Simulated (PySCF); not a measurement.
Mapped SMILES: `[Cl:1][CH:2]=[C:3]1[CH2:4][CH2:5][CH2:6]1`. Hydrogens are named by the atom that carries them.

Geometry: PBE0-D3(BJ)/def2-SVP; GIAO shifts from PySCF, gas phase, non-relativistic, averaged over equivalent atoms.

At B97-D/pcSseg-1 (144 basis functions, 18 s wall time on 1 thread of an Arm Neoverse V2, shared host):
| atoms | δ (ppm) |
| --- | --- |
| Cl1 | 191.5 |
| C3 | 144.4 |
| C2 | 119.4 |
| C6 | 31.7 |
| C4 | 31.3 |
| C5 | 18.9 |
| H(C2) | 5.75 |
| H(C6) | 2.87 |
| H(C4) | 2.82 |
| H(C5) | 1.99 |

Chemical shifts δ = σref − σ; $^{35}$Cl (925.42 ppm) vs HCl; $^{13}$C (179.17 ppm) and $^{1}$H (31.41 ppm) vs TMS, all at this level.

Question: Predict the values at BP86/pcSseg-1 on the same geometry.

Answer: 
| atoms | δ at BP86/pcSseg-1 | change |
| --- | --- | --- |
| Cl1 | 203.1 | +11.6 |
| C3 | 148.1 | +3.7 |
| C2 | 122.6 | +3.2 |
| C6 | 31.7 | +0.0 |
| C4 | 31.2 | -0.1 |
| C5 | 17.8 | -1.1 |
| H(C2) | 5.77 | +0.02 |
| H(C6) | 2.87 | +0.00 |
| H(C4) | 2.82 | +0.00 |
| H(C5) | 1.99 | +0.00 |

Chemical shifts δ = σref − σ; $^{35}$Cl (σ = 931.28 ppm) vs HCl; TMS for $^{13}$C (σ = 179.74 ppm), $^{1}$H (σ = 31.27 ppm), all at this level.

The largest change is at Cl1 (chlorine bonded to C). Cost: 144 basis functions, 14 s wall time on 1 thread of an x86-64 server CPU, shared host. The order of the carbon signals is the same at both levels.

Carbons that carry Cl, above all several Cl atoms, come out too deshielded, partly because spin–orbit coupling is missing.
